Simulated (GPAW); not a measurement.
# PBE/szp(dzp) (scalar-relativistic datasets) run of [BCl2]+ (SMILES Cl[B+]Cl)

Aim: a structure relaxation of [BCl2]+. The job is set up through an ASE script.

The calculation is run with GPAW 26.7.0.

11 further runs of the same task are left out: 1 for a known fault of the program, 3 that didn't finish, 7 set aside as unsound or not needed.

**1. Starting point**

The species is [BCl2]+ (3 atoms), meant as a singlet with charge +1. SMILES: `Cl[B+]Cl`. All atoms were displaced at random from a relaxed shape. The run starts from this shape.

Bond lengths: Cl1–B2 1.331 Å, B2–Cl3 1.860 Å. Angles: Cl1–B2–Cl3 169.1°.

**2. A structure relaxation at PBE/szp(dzp) (scalar-relativistic datasets)**

gs.py reads:

```python
import numpy as np
from ase import Atoms
from ase.io import write
from ase.optimize import BFGSLineSearch
from ase.units import Bohr
from gpaw import GPAW

positions_bohr = np.array(
              [[ -2.343880,   1.423568,  -1.148046],
               [ -0.279152,   0.393038,  -0.146626],
               [  2.404149,  -1.599691,   0.942289]])
system = Atoms(["Cl", "B", "Cl"], positions=positions_bohr * Bohr)
system.center(vacuum=5.0)

gpaw_calc = GPAW(mode="lcao",
                 basis="szp(dzp)",
                 h=0.22,
                 xc="PBE",
                 charge=1,
                 nbands="150%",
                 convergence={"energy": 0.001, "density": 0.001, "eigenstates": 1e-06},
                 maxiter=80,
                 symmetry="off",
                 txt="gs.txt")
system.calc = gpaw_calc

opt = BFGSLineSearch(system, trajectory="gs.traj")
converged = opt.run(fmax=0.03, steps=100)
print("Converged:", converged)
print(f"Final energy: {system.get_potential_energy():.5f} eV")
print(f"r(B1-Cl0)               {system.get_distance(1, 0):.4f} Ang")
print(f"r(Cl2-B1): {system.get_distance(2, 1):.4f} Ang")
write("relaxed.xyz", system)
```

The run is started by

```sh
$ python gs.py
```

**Question.** What will come out? Wanted: energy as printed; HOMO energy; LUMO energy; HOMO–LUMO gap.

Answer, from the run:

At PBE/szp(dzp) (scalar-relativistic datasets):

```
                                              quantity      value
energy as printed (from the program's reference atoms)  0.3642 eV
                                           HOMO energy  -16.57 eV
                                           LUMO energy  -10.91 eV
                                         HOMO–LUMO gap    5.66 eV
```

**Reading.** At the final geometry: Bond lengths: Cl1–B2 1.705 Å, B2–Cl3 1.706 Å. Angles: Cl1–B2–Cl3 179.6°. The optimisation took 7 steps and changed the energy by -4.453 eV.
